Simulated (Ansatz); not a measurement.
Gas-phase electronic energies from Ansatz, PBE0-D4/def2-TZVP geometries. CCSD(T)/CBS is the MP2 limit (def2-TZVPP, def2-QZVPP) plus CCSD(T) − MP2 in def2-TZVPP, frozen cores. This one scheme is used for every species. DFT in def2-TZVPP. B3LYP here is the variant with VWN-RPA as its local correlation; programs differ in this. HSE06 is defined as in plane-wave codes.

Consider the ligand exchange at a B–F bond: `BF` + `[NH2][AlH2]` → `B[NH][AlH2]` + H–F.

| level | ΔE (kJ/mol) | difference from CCSD(T)/CBS |
| --- | --- | --- |
| LDA (SPW92) | 10.5 | -2.0 |
| PBE-D4 | 13.9 | 1.4 |
| revPBE-D4 | 11.8 | -0.7 |
| BLYP-D4 | 20.9 | 8.4 |
| r2SCAN-D4 | 19.6 | 7.1 |
| B97M-V | 23.1 | 10.6 |
| PBE0-D4 | 12.3 | -0.2 |
| B3LYP-D4 | 19.6 | 7.1 |
| r2SCANh-D4 | 18.3 | 5.8 |
| r2SCAN0-D4 | 16.7 | 4.2 |
| HSE06-D4 | 12.1 | -0.4 |
| BHLYP-D4 | 20.6 | 8.1 |
| CAM-B3LYP-D4 | 22.4 | 9.9 |
| ωB97X-V | 20.3 | 7.8 |
| B2PLYP | 21.2 | 8.7 |
| PBE-QIDH | 13.2 | 0.7 |
| PBE | 17.1 | 4.6 |
| revPBE | 19.9 | 7.4 |
| BLYP | 27.7 | 15.2 |
| r2SCAN | 20.4 | 7.9 |
| B3LYP | 24.7 | 12.2 |
| r2SCANh | 19.2 | 6.7 |
| r2SCAN0 | 17.7 | 5.2 |
| HSE06 | 14.7 | 2.2 |
| BHLYP | 25.0 | 12.5 |
| LC-ωPBE | 19.6 | 7.1 |
| HF/def2-SVP | 31.8 | 19.3 |
| MP2/def2-SVP | 21.3 | 8.8 |
| CCSD/def2-SVP | 24.2 | 11.7 |
| CCSD(T)/def2-SVP | 23.1 | 10.6 |
| HF/def2-TZVPP | 32.3 | 19.8 |
| MP2/def2-TZVPP | 11.9 | -0.6 |
| SCS-MP2/def2-TZVPP | 17.1 | 4.6 |
| CCSD/def2-TZVPP | 16.8 | 4.3 |
| CCSD(T)/def2-TZVPP | 14.6 | 2.1 |
| MP2/def2-QZVPP | 10.9 | -1.6 |
| SCS-MP2/def2-QZVPP | 16.1 | 3.6 |
| HF/CBS(def2) | 32.7 | 20.2 |
| MP2/CBS(def2) | 9.8 | -2.7 |
| CCSD/CBS(def2) | 14.7 | 2.2 |
| CCSD(T)/CBS | 12.5 | 0 |

Largest T1 diagnostic among the species: 0.013.

Leaving LDA and LC-ωPBE aside and taking each functional with its dispersion term where it has one, the values spread over 11.3 kJ/mol, from revPBE-D4 to B97M-V. LDA lies −6.6 kJ/mol from PBE without D4. In def2-TZVPP, CCSD(T) changes the Hartree–Fock value by −17.7 kJ/mol (the triples alone add −2.2 kJ/mol) and MP2 by −20.4 kJ/mol. At CCSD(T), def2-SVP lies +10.6 kJ/mol from the extrapolated value and def2-TZVPP +2.1 kJ/mol.
